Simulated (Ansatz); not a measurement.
Relaxation of FH$_{4}$Si (6 atoms, charge 0, multiplicity 2), to a largest force component of 0.03 eV/Å in at most 50 steps.

Computed with Ansatz 0.2.0, UKS r2SCAN-D4/def2-SVP.

```xyz
6
Properties=species:S:1:pos:R:3:forces:R:3
Si 0.005 0.008 -0.063 0.08 0.14 -0.43
H -0.007 -0.012 1.412 0.00 0.00 0.45
H 1.405 -0.007 -0.568 0.01 -0.01 0.01
H -0.708 1.213 -0.568 -0.01 0.00 0.01
F -0.759 -1.315 -0.609 -0.07 -0.12 -0.05
H 0.004 0.007 3.273 0.00 0.00 0.01
```

Task: Where does it end, and by what steps?

Result: It converged. After 2 steps the energy has fallen by 0.006 eV; H6 moved furthest, 0.02 Å.

```tsv
step	energy less start (eV)	largest force component (eV/Å)	accepted
0	0.0000	0.448	yes
1	-0.0056	0.131	yes
2	-0.0061	0.021	yes
```

```xyz
6
Properties=species:S:1:pos:R:3
Si 0.006 0.010 -0.073
H -0.004 -0.007 1.427
H 1.407 -0.010 -0.575
H -0.712 1.214 -0.575
F -0.760 -1.316 -0.616
H 0.002 0.004 3.290
```

Whether the end is a true minimum wasn't checked by a vibrational analysis.

Time of the run: 13 s on 1 thread of Arm Neoverse V1, on a shared host, peak memory 0.14 GiB.
